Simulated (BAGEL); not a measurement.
# C2F2 (SMILES FC#CF): levels of theory compared

We compute a comparison of 4 runs (B3LYP/6-31G*, B3LYP/cc-pVTZ, PBE0/cc-pVTZ, RI-MP2/cc-pVTZ) of C2F2. 

Program for the calculation: BAGEL 1.2.2.

8 further runs of the same task are left out: 8 set aside as unsound or not needed.

### 1 The system as given

C2F2: 4 atoms, total charge 0, spin state singlet. As SMILES, `FC#CF`. The shape is that of a PBE0-D4/def2-TZVP optimisation.

Bond lengths: F1–C2 1.277 Å, C2–C3 1.184 Å, C3–F4 1.277 Å. Angles: F1–C2–C3 180.0°, C2–C3–F4 180.0°.

### 2 A single-point energy at B3LYP/6-31G(d) (density fitting with qzvpp-jkfit, spherical functions) (run 1)

Input file input.json:

```json
{ "bagel" : [

{
  "title" : "molecule",
  "basis" : "6-31gs.json",
  "df_basis" : "qzvpp-jkfit",
  "angstrom" : true,
  "geometry" : [
    { "atom" : "F", "xyz" : [   -0.136400,    0.128000,    1.852800 ] },
    { "atom" : "C", "xyz" : [   -0.033700,    0.030200,    0.583200 ] },
    { "atom" : "C", "xyz" : [    0.061400,   -0.060400,   -0.593400 ] },
    { "atom" : "F", "xyz" : [    0.164100,   -0.158200,   -1.863000 ] }
  ]
},
{
  "title" : "ks",
  "xc_func" : "b3lyp"
},
{
  "title" : "print",
  "file" : "orbitals.molden",
  "orbitals" : true
}

]}
```

The basis set 6-31G* is read from a file made from the Basis Set Exchange's data (not shown).

On the command line:

```bash
BAGEL_NUM_THREADS=1 BAGEL input.json > input.out
```

Log:

```text
* using 1 threads per process

  ===============================================================
  ===============================================================

  *** Geometry ***

  { "atom" : "F", "xyz" : [     -0.257759,      0.241885,      3.501285 ] },
  { "atom" : "C", "xyz" : [     -0.063684,      0.057070,      1.102088 ] },
  { "atom" : "C", "xyz" : [      0.116029,     -0.114139,     -1.121363 ] },
  { "atom" : "F", "xyz" : [      0.310104,     -0.298955,     -3.520560 ] },

  Number of auxiliary basis functions:      304

  Since a DF basis is specified, we compute 2- and 3-index integrals:
    o Being stored without compression. Storage requirement is 0.008 GB

  Number of basis functions:       56
  Number of electrons      :       30

    * METHOD: MOLECULE                             0.08

  *** Kohn-Sham DFT ***

    * Removing 5546 points whose weight is below 1.00e-10
    * Grid points: 54078

  === Nuclear Repulsion ===
    95.5109969519

       - DIIS with orbital gradients will be used.

  === KS iteration (b3lyp / 6-31gs.json) ===
      0       -258.62878722          0.15212081           0.14
      1       -246.00555054          0.24525266           0.10
      2       -247.30862589          0.18266809           0.08
[... 16 lines of this table left out ...]
     19       -275.73332324          0.00000000           0.08
    * SCF iteration converged.

    * Permanent dipole moment:
           (   -0.000000,     0.000000,     0.000000) a.u.

    * METHOD: KS                                   1.96

    * METHOD: PRINT                                0.01

  ===============================================================
```

Run time: 2.3 s. Hardware: 1 thread of AMD EPYC 7B13 (Zen 3), shared host; peak memory 0.17 GiB.

### 3 The energy at B3LYP/cc-pVTZ (density fitting with qzvpp-jkfit) (run 2)

Input file input.json:

```json
{ "bagel" : [

{
  "title" : "molecule",
  "basis" : "cc-pvtz.json",
  "df_basis" : "qzvpp-jkfit",
  "angstrom" : true,
  "geometry" : [
    { "atom" : "F", "xyz" : [      -0.136400,       0.128000,       1.852800 ] },
    { "atom" : "C", "xyz" : [      -0.033700,       0.030200,       0.583200 ] },
    { "atom" : "C", "xyz" : [       0.061400,      -0.060400,      -0.593400 ] },
    { "atom" : "F", "xyz" : [       0.164100,      -0.158200,      -1.863000 ] }
  ]
},

{
  "title" : "ks",
  "xc_func" : "b3lyp"
},

{
  "title" : "print",
  "file" : "orbitals.molden",
  "orbitals" : true
}

]}
```

The basis set cc-pVTZ is read from a file made from the Basis Set Exchange's data (not shown).

On the command line:

```bash
BAGEL_NUM_THREADS=1 BAGEL input.json > input.out
```

Log:

```text
* using 1 threads per process

  ===============================================================
  ===============================================================

  *** Geometry ***

  { "atom" : "F", "xyz" : [     -0.257759,      0.241885,      3.501285 ] },
  { "atom" : "C", "xyz" : [     -0.063684,      0.057070,      1.102088 ] },
  { "atom" : "C", "xyz" : [      0.116029,     -0.114139,     -1.121363 ] },
  { "atom" : "F", "xyz" : [      0.310104,     -0.298955,     -3.520560 ] },

  Number of auxiliary basis functions:      304

  Since a DF basis is specified, we compute 2- and 3-index integrals:
    o Being stored without compression. Storage requirement is 0.035 GB

  Number of basis functions:      120
  Number of electrons      :       30

    * METHOD: MOLECULE                             0.15

  *** Kohn-Sham DFT ***

    * Removing 5546 points whose weight is below 1.00e-10
    * Grid points: 54078

  === Nuclear Repulsion ===
    95.5109969519

       - DIIS with orbital gradients will be used.

  === KS iteration (b3lyp / cc-pvtz.json) ===
      0       -240.55394765          0.12968324           0.25
      1       -241.94003473          0.17446929           0.24
      2       -246.11567912          0.12018488           0.24
[... 13 lines of this table left out ...]
     16       -275.85552151          0.00000000           0.25
    * SCF iteration converged.

    * Permanent dipole moment:
           (    0.000000,    -0.000000,    -0.000000) a.u.

    * METHOD: KS                                   4.60

    * METHOD: PRINT                                0.06

  ===============================================================
```

It took 5.1 s on 1 thread of AMD EPYC 7B13 (Zen 3), shared host; peak memory 0.32 GiB.

Run 3 isn't shown in full; the table further down has it.

### 4 A single-point energy at RI-MP2/cc-pVTZ (density fitting with qzvpp-jkfit) (run 4)

Input file job.json:

```json
{ "bagel" : [

{
  "title" : "molecule",
  "basis" : "cc-pvtz.json",
  "df_basis" : "qzvpp-jkfit",
  "angstrom" : "true",
  "geometry" : [
    { "atom" : "F", "xyz" : [      -0.136400,       0.128000,       1.852800 ] },
    { "atom" : "C", "xyz" : [      -0.033700,       0.030200,       0.583200 ] },
    { "atom" : "C", "xyz" : [       0.061400,      -0.060400,      -0.593400 ] },
    { "atom" : "F", "xyz" : [       0.164100,      -0.158200,      -1.863000 ] }
  ]
},

{ "title" : "hf", "charge" : 0 },

{ "title" : "mp2", "charge" : 0, "ncore" : 4 }

]}
```

The basis set cc-pVTZ is read from a file made from the Basis Set Exchange's data (not shown).

On the command line:

```bash
BAGEL_NUM_THREADS=1 BAGEL job.json > job.out
```

Log:

```text
* using 1 threads per process

  ===============================================================
  ===============================================================

  *** Geometry ***

  { "atom" : "F", "xyz" : [     -0.257759,      0.241885,      3.501285 ] },
  { "atom" : "C", "xyz" : [     -0.063684,      0.057070,      1.102088 ] },
  { "atom" : "C", "xyz" : [      0.116029,     -0.114139,     -1.121363 ] },
  { "atom" : "F", "xyz" : [      0.310104,     -0.298955,     -3.520560 ] },

[... 23 lines left out ...]
    * SCF iteration converged.
[... 1 line left out ...]
    * Permanent dipole moment:
[... 2 lines left out ...]
    * METHOD: HF                                   0.52

  *** RHF ***

  === Nuclear Repulsion ===
    95.5109969519

      * DIIS with orbital gradients will be used.

  === RHF iteration (cc-pvtz.json) ===
      0       -274.56785570          0.00000000           0.03
    * SCF iteration converged.

    * Permanent dipole moment:
           (   -0.000000,     0.000000,     0.000000) a.u.

  === DF-MP2 calculation ===

    * freezing 4 orbitals
    * 3-index integral transformation done
    * assembly done

      MP2 correlation energy:   -0.7901272857      0.03

      MP2 total energy:       -275.3579829834

    * METHOD: MP2                                  0.12

  ===============================================================
```

Wall time 0.99 s (1 thread of AMD EPYC 7B13 (Zen 3), shared host); peak memory 0.1 GiB.

### 5 Overview of the runs

| run | level | frozen core orbitals | energy (Eh) | dipole moment (D) | HOMO energy (eV) | LUMO energy (eV) | wall time |
| --- | --- | --- | --- | --- | --- | --- | --- |
| 1 | B3LYP/6-31G* (density fitting with qzvpp-jkfit, spherical functions) | – | -275.733323 | 0.00 | -7.51 | 1.48 | 2.3 s |
| 2 | B3LYP/cc-pVTZ (density fitting with qzvpp-jkfit) | – | -275.855522 | 0.00 | -7.93 | 0.78 | 5.1 s |
| 3 | PBE0/cc-pVTZ (density fitting with qzvpp-jkfit) | – | -275.572166 | 0.00 | -8.17 | 1.14 | 5.1 s |
| 4 | RI-MP2/cc-pVTZ (density fitting with qzvpp-jkfit) | 4 | -275.357983 | – | – | – | 0.99 s |

### 6 What came out

| quantity | value |
| --- | --- |
| run 4: total energy | -275.35798 Eh |
| run 4: correlation energy (4 core orbitals frozen) | -790.1 mEh |

**Reading.** Over runs 1, 2, 3 the HOMO–LUMO gap runs from 8.71 eV (B3LYP/cc-pVTZ) to 9.31 eV (PBE0/cc-pVTZ). Totals of different functionals can't be ranked against each other. All runs together took 13 s, the longest 5.1 s.
